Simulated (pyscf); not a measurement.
PySCF, gas phase, ωB97X-D3(BJ)/def2-SVP geometries.

Q: How much does it cost (ΔH, 298 K, ωB97M-D3(BJ)/def2-TZVP) to split H₃Si–SiH(SiH₃)–SH at its S–Si bond into H₃Si–SiH•–SiH₃ + SH•?

A: S–Si to H₃Si–SiH•–SiH₃ + SH•: 83.4 kcal/mol. The 7 functionals that were run give +78.8 (r²SCAN) to +85.8 kcal/mol (ωB97X-D3(BJ)). Other isomers of H₃Si–SiH•–SiH₃ were not searched in full and may lie lower. Left out: the spin-orbit lowering of SH.
